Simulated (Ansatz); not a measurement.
**Ga3⁺, triplet in cc-pVTZ: errors against UCCSDT(Q)**

Geometry: that of the Ga3, quartet, kept fixed.

```yaml
atoms:
  - { symbol: Ga, position_ang: [0.0000, -0.6851, -1.5364] }
  - { symbol: Ga, position_ang: [0.0000, 1.3702, 0.0000] }
  - { symbol: Ga, position_ang: [0.0000, -0.6851, 1.5364] }
```

Basis cc-pVTZ; Ansatz 0.2.0. Only valence electrons are correlated (noble-gas cores and the filled d shells of p-block atoms frozen), which leaves 8 electrons in 87 orbitals. Prefix R: restricted or restricted open-shell reference; prefix U: unrestricted. Active spaces: valence = (8e, 12o) chosen from the atoms' valence shells. No spin–orbit coupling is included, and no scalar relativity.

Full CI isn't at hand for all of this; UCCSDT(Q) serves as the reference, and is uncertain by about the last step of the cluster series. The frozen core follows each run's orbitals, which can shift R against U totals by a few meV for light atoms and by up to 0.1 eV past Ca.

The UHF ⟨S²⟩ is 2.090 and the T1 diagnostic (RCCSD) is 0.0309. The largest doubles amplitude (RCCSD) is 0.079 and the T1 diagnostic (UCCSD) is 0.0340.

```
   level  E − E(UCCSDT(Q)) (meV)    wall time
     UHF                    4878            –
    UMP2                    1163            –
   UCCSD                     375            –
UCCSD(T)                      77  62 s (H100)
  UCCSDT                      27            –
```

Run but not shown, since their state, orbitals or frozen core can't be matched to the reference's or they repeat it: RHF, RMP2, RCCSD, RCCSD(T), BCCD(T), RCCSDT, RCCSDT(Q), CASSCF (valence space), NEVPT2 (valence space), MRCISD (valence space), MRCISD+Q (valence space).

Times hold each run's SCF and search for its determinant on a shared host, so for small cases they say little of a method's own cost. Some runs computed forces too.

Natural occupations of CASSCF (valence space) about the gap: 1.961 1.901 1.875 0.981 0.973 0.090 0.070 0.043 0.037 0.032; effectively unpaired electrons, Σ n²(2−n)², 2.16.
